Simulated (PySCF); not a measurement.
Method: M06-2X/def2-TZVP // B3LYP-D3(BJ)/def2-TZVP (PySCF). Isolated molecules, 0 K electronic values unless said otherwise. One relaxed conformer stands for a flexible species; it need not be the lowest. Excitations are Tamm–Dancoff values on a coarser integration grid. The basis has no diffuse functions, so Rydberg states are missing or too high.

Reference species (SMILES): `C(O[SiH3])=O` (O–C–O–Si torsion 0°) (neutral, multiplicity 1).

* **S1–T1 gap (TDA)**: 0.46 eV
* **T1 excitation (TDA)**: 5.18 eV
* **HOMO**: -10.32 eV

Changed species: `O=CC=O` (O–C–C–O torsion 180°) (X = formyl; the reference has X = siloxy).

**Question.** Give the shifts of the S1–T1 gap (TDA), T1 excitation (TDA) and HOMO.

**Answer.** the S1–T1 gap (TDA) rises by 0.04 eV, to 0.50 eV; the T1 excitation (TDA) drops by 2.99 eV, to 2.19 eV; the HOMO rises by 0.88 eV, to -9.44 eV.
